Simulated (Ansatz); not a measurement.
We consider solid iodine, described by rVV10 in Ansatz (PAW).

Settings: plane-wave cutoff 500 eV, 6×6×4 k mesh (along the axes of the cell as run), gaussian smearing 0.02 eV, scalar-relativistic PAW data made under PBE.

Computed at the level's own relaxed cell.

Task: What does this level give for the volume per atom, lattice constant a, lattice parameter b and lattice parameter c?

Result: 
volume per atom: 41.13 Å³/atom
lattice constant a: 7.346 Å
lattice parameter b: 4.585 Å
lattice parameter c: 9.770 Å

Spin–orbit coupling is not included.

Computed values are for the static lattice.

Ansatz is an electronic-structure program.
